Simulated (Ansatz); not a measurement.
The inner images of a band of BH6NO (9 atoms, charge 0, multiplicity 1) are given out of order.

Method: Ansatz, RKS PBE0/def2-SVP.

First end point:

```xyz
9
Properties=species:S:1:pos:R:3
B 0.052 0.153 0.382
O -0.515 -0.494 1.521
H -1.415 -0.769 1.345
H 1.238 -0.115 0.189
H -0.631 0.168 -0.646
N 0.155 1.783 0.799
H 0.633 2.325 0.079
H -0.764 2.195 0.964
H 0.687 1.859 1.668
```

Last end point:

```xyz
9
Properties=species:S:1:pos:R:3
B 0.264 0.636 -0.271
O -0.396 -0.384 2.376
H -1.223 -0.669 1.973
H 1.333 0.082 -0.316
H -0.738 0.138 -0.730
N 0.178 1.910 0.294
H 0.984 2.413 0.644
H -0.672 2.461 0.292
H -0.290 0.515 2.041
```

Task: Put them in order from the first end to the last, with their energies above the first end.
A.
```xyz
9
Properties=species:S:1:pos:R:3
B 0.162 0.342 0.200
O -0.281 -0.209 1.647
H -1.170 -0.580 1.613
H 1.290 -0.036 -0.043
H -0.702 0.078 -0.620
N 0.083 1.816 0.718
H 0.963 2.316 0.807
H -0.601 2.420 0.271
H -0.303 0.954 1.709
```
B.
```xyz
9
Properties=species:S:1:pos:R:3
B 0.218 0.529 -0.027
O -0.284 -0.314 1.922
H -1.195 -0.586 1.768
H 1.293 -0.010 -0.114
H -0.757 0.081 -0.591
N 0.154 1.879 0.427
H 0.984 2.396 0.687
H -0.648 2.471 0.256
H -0.326 0.657 1.973
```
C.
```xyz
9
Properties=species:S:1:pos:R:3
B 0.137 0.203 0.274
O -0.304 -0.399 1.536
H -1.220 -0.676 1.490
H 1.309 -0.028 0.014
H -0.645 0.100 -0.666
N 0.074 1.798 0.776
H 0.963 2.281 0.891
H -0.594 2.409 0.310
H -0.280 1.415 1.676
```
D.
```xyz
9
Properties=species:S:1:pos:R:3
B 0.047 0.158 0.351
O -0.421 -0.511 1.523
H -1.330 -0.797 1.421
H 1.223 -0.079 0.082
H -0.704 0.158 -0.627
N 0.135 1.792 0.796
H 0.856 2.294 0.277
H -0.749 2.292 0.692
H 0.383 1.796 1.787
```
E.
```xyz
9
Properties=species:S:1:pos:R:3
B 0.074 0.161 0.329
O -0.361 -0.517 1.513
H -1.271 -0.805 1.430
H 1.250 -0.051 0.045
H -0.693 0.135 -0.634
N 0.107 1.803 0.798
H 0.996 2.261 0.600
H -0.646 2.369 0.409
H -0.017 1.747 1.811
```

Result: D (+0.4 kcal/mol), E (+1.2 kcal/mol), C (+5.4 kcal/mol), A (+21.0 kcal/mol), B (+15.9 kcal/mol).

The run took 89 s on 2 threads of Arm Neoverse V2, on a shared host, peak memory 0.13 GiB.
